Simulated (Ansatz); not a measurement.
We consider cubic perovskite BaTiO3 (cubic high-temperature phase), described by r²SCAN (PAW; Ansatz, a program for electronic structure).

Run with plane-wave cutoff 600 eV, 6×6×6 k mesh, finite displacements, no spin polarisation, scalar-relativistic PAW data made under PBE.

The cell has the measured lattice parameters. Conventional cell: a = 4.0010 Å, b = 4.0010 Å, c = 4.0010 Å, α = 90.00°, β = 90.00°, γ = 90.00°.

```yaml
crystal:
  lattice:
    - [4.00100, 0.00000, 0.00000]
    - [0.00000, 4.00100, 0.00000]
    - [0.00000, 0.00000, 4.00100]
  atoms:
    - { symbol: Ba, position: [0.00000, 0.00000, 0.00000] }
    - { symbol: Ti, position: [0.50000, 0.50000, 0.50000] }
    - { symbol: O, position: [0.50000, 0.00000, 0.50000] }
    - { symbol: O, position: [0.00000, 0.50000, 0.50000] }
    - { symbol: O, position: [0.50000, 0.50000, 0.00000] }
```

Harmonic phonon frequencies (cm⁻¹; i marks an imaginary mode; at Γ without the LO shift):

```json
[
 {"q point": "Γ", "frequencies": "239i 239i 239i 0 0 0 178 178 178 297 297 297 469 469 469"}
]
```

Imaginary modes appear, so the structure is dynamically unstable at this level.

Note: the run finds an imaginary mode (239i cm⁻¹), so the cell is a saddle point at this level; the cell isn't this level's own, so it is under some stress, which shifts stiffness and frequencies.
